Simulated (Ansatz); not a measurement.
Basis-set extrapolation for C₄H₇N (`C=CC(C)=N`) (PBE0-D4/def2-TZVP geometry, frozen core, Ansatz 0.2.0). Multiplicity 1, RHF reference.

```csv
,def2-TZVPP,def2-QZVPP
HF,-210.042451,-210.052007
MP2 correlation,-0.858583,-0.914155
CCSD(T) correlation,-0.938243,not run
```

Energies in hartree. Use E(X) = E(∞) + A·exp(−7.88·√X) for Hartree–Fock and E(X) = E(∞) + B·X^(−2.97) for correlation, with X = 3 and 4, and add CCSD(T) minus MP2 of the smaller set to the MP2 limit.

What is the CCSD(T) energy at the basis-set limit?

HF limit: -210.052007 + (-0.009556) × 0.13774 = -210.05332. MP2 limit: -0.914155 + (-0.055572) × 0.74074 = -0.95532. Higher-order term: -0.938243 − (-0.858583) = -0.07966. Total: -211.08830 hartree, 67.5 kcal/mol below CCSD(T)/def2-TZVPP.
